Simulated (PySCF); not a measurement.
## Identify the compound

Molecular formula: C₅H₁₀O. Simulated spectra:

1H NMR (400 MHz, computed): δ 5.12 (sept, J = 1.7 Hz, 1H), 5.05 (quint of t, J = 2.1, 1.0 Hz, 1H), 3.56 (t, J = 1.3 Hz, 2H), 3.29 (s, 3H), 1.84 (t, J = 1.9 Hz, 3H).

13C{1H} NMR (computed): δ 153.4 (C), 118.1 (CH2), 80.0 (CH2), 59.2 (CH3), 22.1 (CH3).

PySCF 2.14.0 with density-fitted response routines calculation with spin–spin couplings from B3LYP/pcJ-1 (without the spin–dipole term), shieldings: GIAO PBE0/pcSseg-1 and geometry: PBE0-D3(BJ)/def2-SVP; one averaged value for each set of equivalent atoms, single conformer, relativity neglected, no solvent.

Scale: 1H (σref 31.27), 13C (σref 184.41) against TMS (reference shieldings calculated alike).

Which of these isomers gave the spectra?
A. C=C(C)COC
B. CCOC1CC1
C. CC(C)(C)C=O
D. C1CCOCC1

## Answers

A. 

The formula gives 1 degree of unsaturation (no ring in the answer). 5 carbon signals for 5 carbons: no two carbons are equivalent. Carbon types of the structure: 1 × C, 2 × CH2, 2 × CH3, which accounts for all hydrogens. δC 153.4: fully substituted alkene carbon; the olefinic region. δC 118.1: terminal =CH2 carbon; as expected for a trigonal carbon in a double bond. δC 80.0: allylic sp3 CH2 bonded to O; deshielded by the electronegative neighbour. δC 22.1: allylic methyl carbon; saturated and bonded to C and H only. δH 1.84: hydrogen on an allylic methyl carbon; allylic position.

The others: CCOC1CC1 would give 4 carbon signals, not 5; C1CCOCC1 would give 3 carbon signals, not 5; CC(C)(C)C=O would give 3 carbon signals, not 5.

Multiplet labels drop couplings under 1 Hz and merge nearly equal ones. Shifts are as computed. Against solution values, carbons near 30 ppm lie about +2 ppm off and those near 130 ppm about +5 ppm. Of 1211 compounds with measured shifts, 218 miss one by over three times the rms of a fit or turn the order of signals round; such compounds aren't used in these exercises.
